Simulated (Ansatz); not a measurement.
## AlMgH₂ (H-bridged), quartet along the scale of all distances

Starting geometry (PBE0/def2-TZVP stationary point for this spin, not checked as a minimum):

```xyz
4

Al    0.0000    0.0562    1.2209
Mg    0.0000   -0.0014   -1.4713
H     0.0000   -0.3272    2.7591
H     0.0000   -1.1428    0.0371
```

From there all distances are scaled together; atoms are numbered as listed. Energies are in kJ/mol, counted from the starting geometry at the same level. Kohn–Sham curves are unrestricted where that lies lower.

Basis 6-31G; Ansatz 0.2.0. Only valence electrons are correlated (noble-gas cores frozen). R marks a restricted (for open shells ROHF) determinant. Active spaces: valence = (7e, 10o) chosen from the atoms' valence shells. The metal's outer-core shells are frozen, which leaves out core–valence correlation.

Unrestricted Kohn–Sham rows aren't spin-pure: their determinants' ⟨S²⟩ exceeds S(S+1) by up to 0.13, so they mix in states of higher spin. Runs in a small pair space aren't shown, since their orbitals change along the scan.

Full CI is exact within this basis and frozen core; it isn't the basis-set limit.

| scale of all distances | full CI | curve A | curve B | curve C | curve D |
| --- | --- | --- | --- | --- | --- |
| 0.867 | 151.5 | 133.4 | 156.8 | 152.1 | 151.5 |
| 1.000 | 0.0 | 0.0 | 0.0 | 0.0 | 0.0 |
| 1.127 | 19.2 | 35.4 | 13.9 | 18.3 | 19.2 |
| 1.303 | 130.3 | 168.4 | 118.3 | 130.2 | 130.3 |
| 1.513 | 238.0 | 305.5 | 231.7 | 240.2 | 238.0 |
| 1.766 | 264.7 | 380.1 | 262.7 | 254.9 | 264.8 |
| 1.971 | 266.7 | 405.2 | 253.1 | 252.7 | 266.7 |
| 2.421 | 267.0 | 423.0 | 242.9 | 250.4 | 267.0 |

The curves come from CASSCF (valence space), RCCSDTQ, RPA-PBE, r2SCAN0. Compare each with full CI and say which is which.

A: r2SCAN0, B: RPA-PBE, C: CASSCF (valence space), D: RCCSDTQ. Spread of the error against full CI, over the points where both stand: A 174.0, B 29.5, C 18.9, D 0.0 kJ/mol. CASSCF lacks dynamic correlation, of which the bound molecule has more, so its curve rises 16.6 kJ/mol too little out to 2.421. r2SCAN0 at 2.421 lies 156.0 kJ/mol (58 %) above the reference in this basis.

In so small a basis the reference is far from its limit while semilocal and hybrid functionals are nearer theirs (RPA and double hybrids share much of the reference's basis error), so the functionals' errors here hold much of the reference's basis and frozen-core error, which can add to them or hide them.
